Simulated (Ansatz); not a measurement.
# PH3S (SMILES [PH3]=S) at 6 levels

Aim: a comparison of 6 runs (BHLYP/STO-3G, BLYP/STO-3G, HSE06/STO-3G, UB3LYP/STO-3G, r2SCAN/STO-3G, CCSDT/STO-3G) of PH3S. 

Program for the calculation: Ansatz 0.2.0.

47 further runs of the same task are left out: 47 set aside as unsound or not needed.

**1. The structure to begin with**

The species is PH3S (5 atoms), meant as a singlet with charge 0. As SMILES, `[PH3]=S`. The H3–P1 distance was set to 2.789 Å, away from the relaxed value. At this shape a bond of the SMILES string is far longer than usual.

Bond lengths: P1–S2 1.914 Å, P1–H4 1.394 Å, P1–H5 1.394 Å. Angles: S2–P1–H4 118.2°, S2–P1–H5 118.2°, H4–P1–H5 99.4°.

**2. The energy at BHLYP/STO-3G (run 1)**

File in.yaml:

```yaml
crystal:
  periodic: [false, false, false]
  atoms:
    - {symbol: P, position_ang: [1.182718, -0.475145, -0.579239]}
    - {symbol: S, position_ang: [2.436488, -1.409685, 0.524361]}
    - {symbol: H, position_ang: [-1.166840, 0.461930, 0.594540]}
    - {symbol: H, position_ang: [0.642328, -1.145125, -1.676089]}
    - {symbol: H, position_ang: [1.604508, 0.693835, -1.211169]}
basis:
  gaussian: {orbitals: STO-3G}
hamiltonian: {xc: {name: BHLYP}}
accuracy: high
```

On the command line:

```sh
$ ansatz run in.yaml --threads 1 --pin off --max-ram 2610MiB --events-out events.jsonl --progress --plain --runs-dir runs
```

The program printed:

```text
Warning: RAYON_NUM_THREADS=1 ignored (pool sized by the plan → 1); use --threads N
Functional definition: BHLYP
  name "BHLYP"
  parameter a = 0.5
  exchange = (1 - a)*b88_x + a*exact_x
  correlation = lyp_c
364 factors; integrals over basis functions are off by at most 2.8e-8 eV
mean field evaluation 1: about -19933.8920 eV, gradient 3.0e1 eV
mean field evaluation 2: about -19930.0717 eV, gradient 2.5e1 eV
mean field evaluation 4: about -19940.2777 eV, gradient 2.8e0 eV
mean field evaluation 8: about -19940.3240 eV, gradient 1.8e-1 eV
mean field evaluation 16: about -19940.3202 eV, gradient 1.1e-4 eV
mean field -19940.32024280 eV, -732.7932528884 hartree, gradient 3.3e-8 eV, S^2 0.000000; 0 other end points of the search recorded, 0 dependent functions left out
reference -19940.32026220 eV, -732.7932536012 hartree; 17, 17 occupied and 4, 4 virtual orbitals, 364 factors
Total energy: -19940.32026220 eV, -732.7932536012 hartree
```

Run time: 0.62 s. Hardware: 1 thread of Intel Xeon 6975P-C (Granite Rapids), shared host.

**3. A single-point energy at BLYP/STO-3G (run 2)**

File molecule.yaml:

```yaml
basis:
  gaussian:
    orbitals: STO-3G
crystal:
  periodic: [false, false, false]
  atoms:
    - {symbol: P, position_ang: [1.182718, -0.475145, -0.579239]}
    - {symbol: S, position_ang: [2.436488, -1.409685, 0.524361]}
    - {symbol: H, position_ang: [-1.166840, 0.461930, 0.594540]}
    - {symbol: H, position_ang: [0.642328, -1.145125, -1.676089]}
    - {symbol: H, position_ang: [1.604508, 0.693835, -1.211169]}
hamiltonian:
  xc: {name: BLYP}
accuracy: high
```

On the command line:

```sh
$ ansatz run molecule.yaml --threads 1 --pin off --max-ram 2610MiB --events-out events.jsonl --progress --plain --runs-dir runs
```

The program printed:

```text
Warning: RAYON_NUM_THREADS=1 ignored (pool sized by the plan → 1); use --threads N
Functional definition: BLYP
  name "BLYP"
  parameter beta = 0.0042
  parameter a = 0.04918
  parameter b = 0.132
  parameter c = 0.2533
  parameter d = 0.349
  exchange = b88_x(beta = beta)
  correlation = lyp_c(a = a, b = b, c = c, d = d)
364 factors; integrals over basis functions are off by at most 2.8e-8 eV
mean field evaluation 1: about -19931.2047 eV, gradient 3.1e1 eV
mean field evaluation 2: about -19923.0080 eV, gradient 3.4e1 eV
mean field evaluation 4: about -19933.3747 eV, gradient 2.4e1 eV
mean field evaluation 8: about -19939.3346 eV, gradient 6.2e0 eV
mean field evaluation 16: about -19939.5240 eV, gradient 3.0e-2 eV
mean field evaluation 32: about -19936.9760 eV, gradient 5.2e-2 eV
mean field -19939.52402836 eV, -732.7639925474 hartree, gradient 2.3e-9 eV, S^2 0.000000; 1 other end points of the search recorded, 0 dependent functions left out
reference -19939.52406686 eV, -732.7639939623 hartree; 17, 17 occupied and 4, 4 virtual orbitals, 364 factors
Total energy: -19939.52406686 eV, -732.7639939623 hartree
```

Run time: 0.88 s. Hardware: 1 thread of Intel Xeon 6975P-C (Granite Rapids), shared host.

Runs 3 to 5 aren't shown in full; the table further down has their settings and results.

**4. The energy at CCSDT/STO-3G (run 6)**

File run.yaml:

```yaml
crystal:
  periodic: [false, false, false]
  atoms:
    - {symbol: P, position_ang: [1.182718, -0.475145, -0.579239]}
    - {symbol: S, position_ang: [2.436488, -1.409685, 0.524361]}
    - {symbol: H, position_ang: [-1.166840, 0.461930, 0.594540]}
    - {symbol: H, position_ang: [0.642328, -1.145125, -1.676089]}
    - {symbol: H, position_ang: [1.604508, 0.693835, -1.211169]}
basis:
  gaussian: {orbitals: STO-3G}
total_charge: 0
magnetization: {spin_polarized: false}
correlation: {method: ccsdt, frozen_orbitals: {H: 0, P: 5, S: 5}}
accuracy: high
scf: {omitted_lower_state_checks: [cluster_reference, increment]}
```

On the command line:

```sh
$ ansatz run run.yaml --threads 1 --pin off --max-ram 2610MiB --events-out events.jsonl --progress --plain --runs-dir runs
```

The program printed:

```text
Warning: RAYON_NUM_THREADS=1 ignored (pool sized by the plan → 1); use --threads N
[... 11 lines left out ...]
10 core orbitals not correlated: weight in the atoms' cores, before any rotation towards them, 1.000 or more for the frozen orbitals, at most 0.000 for the correlated occupied ones
[... 38 lines left out ...]
WARN: these amplitudes may be one of several solutions (largest doubles amplitude 0.77, level shift 9.85 eV)
Total energy: -19911.38740636 eV, -731.7299907606 hartree
Checks for a lower state left out: cluster_reference, increment
```

Run time: 0.18 s. Hardware: 1 thread of Intel Xeon 6975P-C (Granite Rapids), shared host.

**5. All runs side by side**

```csv
run,level,frozen core orbitals,energy (Eh),wall time
1,BHLYP/STO-3G,–,-732.793254,0.62 s
2,BLYP/STO-3G,–,-732.763994,0.88 s
3,HSE06/STO-3G,–,-732.547630,0.68 s
4,UB3LYP/STO-3G,–,-732.869245,2.3 s
5,r2SCAN/STO-3G,–,-732.799478,1.5 s
6,CCSDT/STO-3G,10,-731.729991,0.18 s
```

**6. Results**

| quantity | value |
| --- | --- |
| run 6: total energy | -731.72999 Eh |
| run 6: correlation energy (10 core orbitals frozen) | -235.1 mEh |
| run 6: T1 diagnostic | 0.044 |

**Reading.** Totals of different functionals can't be ranked against each other. In run 6 the log says that unrestricted orbitals would lower the reference, so the values rest on an unstable closed-shell determinant (other closed-shell runs at this shape may share the fault). In runs 1, 2, 3, 4, 5, 6 the basis is minimal, so the values are rough. In runs 1, 2, 3, 5 a closed-shell determinant meets a far-stretched bond, which it describes badly. Spin contamination of the reference: run 4 ⟨S²⟩ = 0.91. Where it is this large, the reference is a mixture of spin states, and values that rest on it are in doubt. All runs together took 6.2 s, the longest 2.3 s.
